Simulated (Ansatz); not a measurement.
**A basis-limit estimate, worked out**

An elementary step of Si$_{2}$H$_{6}$O, singlet (Si₂H₄ ([SiH][SiH3]) + H₂O → Si₂H₆O ([OH][SiH2][SiH3]); H–O broken or loosened, Si–H, Si–O formed or tightened). “Start” and “end” are the PBE0-D4/def2-TZVP structures reached by relaxing down either side of its saddle point, with the molecules still in contact.

Ansatz 0.2.0; basis: def2-TZVPP and def2-QZVPP; cores frozen in the correlated methods.

Energies in eV:

| quantity | end | start |
| --- | --- | --- |
| Hartree–Fock, triple zeta (X = 3) | -17859.23777 | -17856.49911 |
| Hartree–Fock, quadruple zeta (X = 4) | -17859.84044 | -17857.07552 |
| MP2 correlation, X = 3 | -13.54137 | -13.76542 |
| MP2 correlation, X = 4 | -14.60077 | -14.82035 |
| CCSD(T) correlation, X = 3 | -15.25358 | -15.60140 |

Problem. Work out the step energy at the basis limit: extrapolate Hartree–Fock as E(X) = E∞ + A exp(−7.88 √X) and the MP2 correlation as E(X) = E∞ + B X^−2.97 (the exponents that Neese and Valeev fitted for def2-TZVPP and QZVPP), then add CCSD(T) − MP2 in triple zeta.

Solution. Each step is linear, so take the differences first (end − start): Hartree–Fock -2.73866 (X = 3) and -2.76492 (X = 4); MP2 correlation 0.22405 and 0.21958; CCSD(T) correlation 0.34782.
Two points give E∞ = E(4) + w [E(4) − E(3)], with w = 1/(exp(7.88 (2 − √3)) − 1) = 0.1377 for Hartree–Fock and w = 1/((4/3)^2.97 − 1) = 0.7407 for the correlation.
Hartree–Fock: -2.76492 + 0.1377 × (-0.02626) = -2.7685 eV.
MP2 correlation: 0.21958 + 0.7407 × (-0.00447) = 0.2163 eV.
CCSD(T) − MP2: 0.34782 − 0.22405 = 0.1238 eV.
Sum: -2.7685 + 0.2163 + 0.1238 = -2.4284 eV, or -56.00 kcal/mol. Plain CCSD(T) in triple zeta gives -2.3908 eV, so the larger basis shifts the result by -0.0376 eV.

The T1 diagnostic stays at or below 0.016. The restricted Hartree–Fock reference is unstable towards an unrestricted one at one or more of these structures.

Losses and insertions of silylenes and their heavier kin drive the gas-phase chemistry of silicon and germanium vapour deposition.

Labels in which every atom is bracketed show which atoms are joined, not bond orders.

For scale, one of the runs: CCSD(T)/def2-TZVPP, 199 basis functions, launched by `ansatz run in.yaml --threads 2 --pin off --events-out ev --progress --plain --max-ram 4352MiB`. The run took 46 s on 2 CPU threads of an Arm Neoverse V1 (shared host), with 2.2 GiB of host memory at its peak.
